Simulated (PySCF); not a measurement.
## NH⁻, doublet: the ladder up to RCCSDT

Geometry: a PBE0/def2-TZVPD stationary point for this spin.

```xyz
2

N     0.0000    0.0000    0.0000
H     0.0000    0.0000    1.0366
```

Basis aug-cc-pVDZ; PySCF 2.14.0. Only valence electrons are correlated (noble-gas cores frozen), which leaves 7 electrons in 31 orbitals. R marks a restricted (for open shells ROHF) determinant, U an unrestricted one.

Full CI isn't at hand for all of this; RCCSDT serves as the reference. It lacks quadruple excitations. The frozen core follows each run's orbitals, which can shift R against U totals by a few meV.

- UHF ⟨S²⟩: 0.795
- T1 diagnostic (ROHF- or RHF-based CCSD): 0.0281
- largest doubles amplitude (ROHF- or RHF-based CCSD): 0.072
- T1 diagnostic (UCCSD): 0.0281

```
   level  E − E(RCCSDT) (meV)  share of correlation (%)  wall time
     RHF                 5320                      0.00          –
     UHF                 5190                      2.45          –
    RMP2                  589                     88.93          –
    UMP2                  615                     88.43          –
   RCCSD                  198                     96.28          –
   UCCSD                  194                     96.35          –
RCCSD(T)                   20                     99.63     0.73 s
UCCSD(T)                   22                     99.60     0.71 s
  UCCSDT                   -1                    100.01       36 s
```

The correlation energy at RCCSDT, counted from RHF, is -5.320 eV. That run took 33 s on 1 thread of AMD EPYC 7B13, shared host.

Times are those of the correlated step on a shared host, with one SCF added for the restricted CCSD run; they ran on 1 thread of AMD EPYC 7B13.
